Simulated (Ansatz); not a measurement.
Reaction (SMILES): [SiH3] (SiH3) → SiH3+ (singlet, bonded as [SiH3]) + e-
B3LYP-D3(BJ)/def2-TZVP geometries, fixed; electronic energies without zero-point terms.

Basis-set convergence of the adiabatic ionisation energy at B3LYP with Ansatz (a program for electronic structure). Cartesian d functions, on some or all atoms, in 6-31G*, 6-31G**, 6-311+G**; all else is spherical. The program fits the integrals of some runs and decomposes those of others, by size. Open shells are unrestricted. No added dispersion term, no relativity. Functions are those of the species that has most. Reference: the value in pcseg-4, 8.157 eV. Deviations are taken from unrounded values.

| basis | functions | adiabatic ionisation energy (eV) | minus reference (eV) |
|---|---|---|---|
| pcseg-0 | 19 | 8.381 | 0.223 |
| 6-31G* | 25 | 8.139 | -0.018 |
| def2-SVP | 33 | 8.166 | 0.008 |
| pcseg-1 | 33 | 8.175 | 0.018 |
| 6-31G** | 34 | 8.127 | -0.030 |
| 6-311+G** | 49 | 8.154 | -0.003 |
| def2-TZVP | 55 | 8.157 | 0.000 |
| aug-cc-pV(D+d)Z | 59 | 8.169 | 0.011 |
| 6-311++G(2d,2p) | 65 | 8.152 | -0.005 |
| def2-TZVPD | 70 | 8.155 | -0.003 |
| jun-cc-pV(T+d)Z | 90 | 8.159 | 0.002 |
| def2-TZVPPD | 99 | 8.156 | -0.001 |
| 6-311++G(3df,3pd) | 101 | 8.157 | 0.000 |
| aug-pcseg-2 | 119 | 8.155 | -0.002 |
| def2-QZVPP | 160 | 8.158 | 0.001 |
| def2-QZVPPD | 175 | 8.158 | 0.001 |
| cc-pV(5+d)Z | 265 | 8.159 | 0.001 |
| pcseg-4 | 288 | 8.157 | 0.000 |

The smallest set listed that lies within 0.05 eV of the reference with all its larger relatives (same family, alike in diffuse functions; a set with none counts only in the reference's own line) is 6-31G* (25 functions, -0.018 eV off). Inside, with no larger relative to test it: cc-pV(5+d)Z. (Relatives not listed, tested too: 6-311G** -0.005, pcseg-2 -0.007, def2-TZVPP 0.003, aug-cc-pV(T+d)Z -0.001, def2-QZVP 0.001, pcseg-3 0.000, aug-cc-pV(Q+d)Z -0.001, aug-pcseg-3 0.000 eV.)
